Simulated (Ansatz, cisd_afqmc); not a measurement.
Species: C₂H₆O, charge 0, singlet. C2H6O (SMILES COC).
B3LYP-D3(BJ)/def2-TZVP minimum from Ansatz (a first-principles code):
```xyz
9

C      0.0048     1.1709    -0.2006
O      0.0068     0.0028     0.5882
C     -0.0092    -1.1727    -0.1892
H      0.0177     2.0231     0.4773
H      0.8882     1.2176    -0.8515
H     -0.8928     1.2283    -0.8310
H     -0.0065    -2.0184     0.4970
H     -0.9074    -1.2256    -0.8191
H      0.8735    -1.2363    -0.8396
```

Total energies in cc-pVTZ, 20 correlated electrons, 3 frozen orbitals. UHF or UKS for unpaired electrons; spin-orbit terms are left out. Cores are frozen in correlated methods. No relativity. The Monte Carlo rows (phaseless AFQMC, CISD trial, step 0.005/hartree) carry one-sigma bars that omit the constraint's bias. Outlying blocks are dropped, and bars are widened where a walk drifts. Over all cases where full CI ran beside it in this data, AFQMC minus full CI had a median of +0.1 mEh and passed +0.4 mEh in a tenth of the cases.

```csv
method,program,energy (Eh),minus AFQMC/CISD (mEh)
HF,Ansatz,-154.12617,651.4 ± 0.4
MP2,Ansatz,-154.72436,53.2 ± 0.4
CCSD,Ansatz,-154.75436,23.2 ± 0.4
CCSD(T),Ansatz,-154.77674,0.8 ± 0.4
AFQMC/CISD,cisd_afqmc,-154.7776 ± 0.0004,0.0
```
